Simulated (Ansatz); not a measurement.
```yaml
crystal:
  periodic: [false, false, false]
  atoms:
    - {symbol: Hf, position_ang: [0.018871, 0.000000, -0.142605]}
    - {symbol: O, position_ang: [2.023371, 0.000000, 0.490395]}
    - {symbol: F, position_ang: [-0.940629, 1.662460, 0.463395]}
    - {symbol: F, position_ang: [-0.940629, -1.662460, 0.463395]}
basis:
  gaussian: {orbitals: def2-TZVP}
magnetization: {spin_polarized: true, initial_magnetization: 2}
hamiltonian: {xc: pbe0}
relax: {f_tol: 0.004, max_steps: 80}
```

```sh
$ ansatz run in.yaml --threads 1 --pin off --events-out ev --progress --plain --max-ram 2176MiB
```

Steps of the relaxation (energy above the last step; positions in Å, forces in eV/Å):

```
4
step 1, 677.8 meV
Hf    0.019    0.000   -0.143   -0.683    0.000    3.100
O     2.023    0.000    0.490   -1.936    0.000   -0.881
F    -0.941    1.662    0.463    1.309   -2.096   -1.109
F    -0.941   -1.662    0.463    1.309    2.096   -1.109
```

```
4
step 2, 63.5 meV
Hf    0.007    0.000    0.055   -0.463    0.000    0.136
O     1.933    0.000    0.428    0.607    0.000    0.020
F    -0.890    1.630    0.396   -0.072    0.213   -0.078
F    -0.890   -1.630    0.396   -0.072   -0.213   -0.078
```

```
4
step 3, 30.4 meV
Hf   -0.003    0.000    0.114   -0.065    0.000    0.246
O     1.963    0.000    0.411    0.020    0.000   -0.071
F    -0.900    1.655    0.375    0.023   -0.017   -0.088
F    -0.900   -1.655    0.375    0.023    0.017   -0.088
```

```
4
step 6, 0.0 meV
Hf   -0.007    0.000    0.318    0.000    0.000    0.000
O     1.982    0.000    0.348    0.000    0.000    0.000
F    -0.907    1.675    0.304    0.000    0.000    0.000
F    -0.907   -1.675    0.304    0.000    0.000    0.000
```

Close pairs at the end: Hf1–F4 1.901 Å, Hf1–F3 1.901 Å, Hf1–O2 1.990 Å.

A stationary point of unrestricted PBE0 after 6 steps, with ⟨S²⟩ = 2.003 against 2.00 for a pure state; no frequencies were run, so it isn't proven a minimum. 56 s on 1 thread of Intel Xeon 6975P-C, shared host.
